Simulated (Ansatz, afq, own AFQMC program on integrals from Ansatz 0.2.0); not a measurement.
AFQMC on a folder of integrals that Ansatz 0.2.0 wrote.

```yaml
crystal:
  periodic: [false, false, false]
  atoms:
    - {symbol: F, position_ang: [0.000000, 0.000000, 0.000000]}
    - {symbol: P, position_ang: [0.000000, 0.000000, 1.771000]}
basis:
  gaussian: {orbitals: cc-pVDZ}
magnetization: {spin_polarized: true, initial_magnetization: 2}
correlation: {method: ccsd_t, electrons: outside_noble_gas, hamiltonian_folder: ham}
```

```sh
$ ansatz run in.yaml --threads 1 --pin off --events-out ev --progress --plain --max-ram 1382MiB
```

Options of the walk:

```
--method phaseless --trial cid --walkers 40 --populations 1 --least-time 40 --time-step 0.04 --steps-per-block 50 --equilibration-blocks 5 --max-blocks 30 --target-error 0.00084 --factor-cut 1e-05 --start determinant --seed 6755 --release-times 0.5,1,2 --release-step 0.05 --release-every 1 --taylor-order 6
```

Times are imaginary, in 1/Eh. The walk had a cap of 206 s.

afq prints:

```
orbitals 26  electrons 7 5  factors 169 of 321
reference energy -440.15440677 Eh
CCSD correlation -0.28391140 Eh in 12 cycles, weight of the determinant in the CISD state 0.8979
energy of the start -440.438527 Eh
 block  time / (1/Eh)  mean weight  energy / Eh
     1     2.000  0.9635  -440.444372
     2     4.000  1.0064  -440.447665
     3     6.000  1.0051  -440.444131
     4     8.000  1.0039  -440.445098
     5    10.000  1.0134  -440.442621
     6    12.000  0.9818  -440.443068
     7    14.000  1.0125  -440.450776
     8    16.000  1.0087  -440.447375
     9    18.000  1.0151  -440.441370
    10    20.000  0.9625  -440.450330
    11    22.000  1.0135  -440.541608
    12    24.000  1.0183  -440.433379
    13    26.000  0.9823  -440.465854
    14    28.000  1.0120  -440.453201
    15    30.000  0.9872  -440.445989
    16    32.000  0.9924  -440.445213
    17    34.000  0.9927  -440.446934
    18    36.000  1.0053  -440.447525
    19    38.000  1.0141  -440.435919
    20    40.000  0.9903  -440.455948
    21    42.000  1.0118  -440.452982
    22    44.000  0.9983  -440.448641
    23    46.000  1.0249  -440.443450
    24    48.000  1.0320  -440.439572
    25    50.000  0.9700  -440.442733
    26    52.000  0.9719  -440.433730
    27    54.000  1.0191  -440.454635
    28    56.000  1.0040  -440.459154
    29    58.000  1.0077  -440.433930
    30    60.000  0.9929  -440.444893
    31    62.000  1.0138  -440.457466
    32    64.000  1.0522  -440.448550
    33    66.000  0.9911  -440.444859
    34    68.000  1.0006  -440.451468
    35    70.000  0.9940  -440.452494
blocks merged  error / Eh  count
     1  0.003456  30
     2  0.003442  15
released: time / (1/Eh)  energy / Eh  error  mean overlap
  0.50  -440.445430  0.001176  1.0108
  1.00  -440.446223  0.001676  1.0083
  2.00  -440.445745  0.002707  1.0419
energy -440.450461 +/- 0.003456 Eh
```

The run failed at least one of its tests; the cautions name the faults.

Against this walk (error 94.1 meV) on the same determinant: CCSD(T) 158.4 meV higher (within the noise), CCSDT(Q) 115.7 meV higher (within the noise). The error is statistical and leaves out the bias of the constraint. Released to 2.00 1/Eh the energy moves by 128 ± 119 meV (both errors), within twice the noise.

Cautions: constraint bias not in the error; error not settled; error above the target (94.1 against 22.9 meV); lower spins were not checked; the time-step error isn't removed.

The walk took 19 s on 1 thread of Intel(R) Xeon(R) 6975P-C (Granite Rapids), with other jobs on the host. The log's last line is the phaseless energy.

CCSDT and higher add their correlation energy to the determinant of the CCSD(T) run, since their own runs factorise the integrals more tightly (a shift of under 2 meV). A walk keeps the symmetry of its determinant, which the program's search chose and which needn't be the lowest solution, so a lower state of the same spin and another symmetry isn't excluded.
